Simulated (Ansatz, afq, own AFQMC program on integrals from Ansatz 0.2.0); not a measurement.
**Ge, triplet: AFQMC among the cluster methods**

A free Ge atom.

Basis def2-TZVPP. Noble-gas cores (and the filled d shells of Ga–Kr and In–Xe) are frozen. Ansatz 0.2.0 and our own AFQMC program on the same integrals; the CISD trial comes from CCSD amplitudes, and released means the phaseless constraint is let go. Free AFQMC starts from the CCSD state and is never constrained. Its projection time is finite, and what remains of the start isn't in its error. Uncertainties: one standard error, sampling alone. No spin–orbit coupling.

Determinant: UHF, the one that the program's search chose, which needn't be the lowest solution.

Full CI on the same integrals is exact in this basis and with this determinant's frozen core.

Cautions: no relativity below Rb; no spin-orbit coupling; inner d shell frozen.

The T1 diagnostic is 0.0092. The weight of the determinant in the CISD state is 0.944. The ⟨S²⟩ of the determinant is 2.011 and the size of the correlated space is 4 electrons in 34 orbitals.

Reference: full CI, correlation energy -1.827 eV. The released energy is read at 1.50 1/Eh (meV from the phaseless value at times in 1/Eh: -0.4 ± 0.5 at 0.24, -1.2 ± 0.4 at 0.50, -2.0 ± 0.4 at 1.00, -2.9 ± 1.7 at 1.50).

```
         level  E − E(reference) (kJ/mol)  share of correlation (%)
            HF                      176.3                      0.00
           MP2                       45.1                     74.39
          CCSD                        6.2                     96.50
       CCSD(T)                        1.4                     99.19
         CCSDT                        0.1                     99.93
      CCSDT(Q)                        0.0                     99.99
   ph-AFQMC/HF                  8.2 ± 0.9                     95.33
 ph-AFQMC/CISD                 0.4 ± 0.06                     99.76
released AFQMC                  0.2 ± 0.2                     99.91
    free AFQMC                 0.0 ± 0.05                     99.99
```

CCSDT and higher add their correlation energy to the determinant of the CCSD(T) run, since their own runs factorise the integrals more tightly (a shift of under 2 meV). Free projections are given only where their last times agree within the noise and don't stop above the reference; a slow remainder of the start can still hide under it. A walk keeps the symmetry of its determinant, which the program's search chose and which needn't be the lowest solution, so a lower state of the same spin and another symmetry isn't excluded. Released energies are given only where the last usable release times agree within the noise; a slower fall can still hide under it.
